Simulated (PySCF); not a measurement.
## Ionisation energy of Ne by level of theory

Ne [Ne] (1S) → Ne⁺ [He] 2s2 2p5 (2P), as a difference of total energies. Calculation: PySCF 2.14, in aug-cc-pCVTZ-DK (7s6p4d2f, 59 functions); scalar relativity by spin-free X2C-1e. Correlated levels: valence and next inner shell: nothing frozen. The calculations carry no spin-orbit coupling.

```json
{"method": "UHF", "ionisation energy (eV)": "19.670"}
{"method": "MP2 (valence and next inner shell)", "ionisation energy (eV)": "21.667"}
{"method": "SCS-MP2 (valence and next inner shell)", "ionisation energy (eV)": "21.512"}
{"method": "CCSD (valence and next inner shell)", "ionisation energy (eV)": "21.388"}
{"method": "CCSD(T) (valence and next inner shell)", "ionisation energy (eV)": "21.461"}
```

How much does correlation contribute at CCSD(T) (valence and next inner shell)?

21.461 − (19.670) = 1.791 eV, measured against UHF.

A first-order spin-orbit estimate (lowest level to lowest level, LS coupling) adds -0.032 eV.

Errors of the correlated levels include the incompleteness of this basis.

For comparison: 21.565 eV (measured; NIST Atomic Spectra Database, ionization energies).
